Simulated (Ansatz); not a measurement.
`O=C1C=CC(=O)C=C1`, relaxed with RKS PBE0-D4/def2-TZVP in Ansatz 0.2.0 from a PBE-D4/def2-SVP geometry. The force threshold is 0.005 eV/Å; the program also tests the step.

Total charge 0; spin multiplicity 1.

Start:

```xyz
12

O     0.957    2.327   -0.944
C     0.517    1.261   -0.513
C     1.245   -0.021   -0.721
C     0.763   -1.195   -0.244
C    -0.519   -1.261    0.510
O    -0.959   -2.328    0.939
C    -1.244    0.021    0.721
C    -0.764    1.195    0.243
H     2.191    0.051   -1.281
H     1.284   -2.154   -0.384
H    -2.187   -0.051    1.286
H    -1.283    2.155    0.387
```

| step | energy (eV) | largest force (eV/Å) | largest move (Å) |
| --- | --- | --- | --- |
| 1 | -10372.1971 | 1.096 | 0.000 |
| 2 | -10372.2823 | 0.193 | 0.035 |
| 3 | -10372.2861 | 0.062 | 0.009 |
| 4 (rejected) | -10372.2860 | 0.089 | 0.010 |
| 5 | -10372.2863 | 0.020 | 0.005 |
| 6 | -10372.2864 | 0.001 | 0.001 |

End:

```xyz
12

O     0.942    2.292   -0.930
C     0.510    1.242   -0.503
C     1.236   -0.028   -0.714
C     0.761   -1.182   -0.246
C    -0.510   -1.242    0.503
O    -0.943   -2.293    0.929
C    -1.236    0.028    0.714
C    -0.761    1.182    0.246
H     2.166    0.044   -1.266
H     1.273   -2.128   -0.386
H    -2.166   -0.044    1.267
H    -1.273    2.128    0.386
```

Hardware: 2 threads of an AMD EPYC 7R13 on a shared host and a share of an NVIDIA H100 80 GB. Wall time 35 s, peak host memory 0.9 GiB.
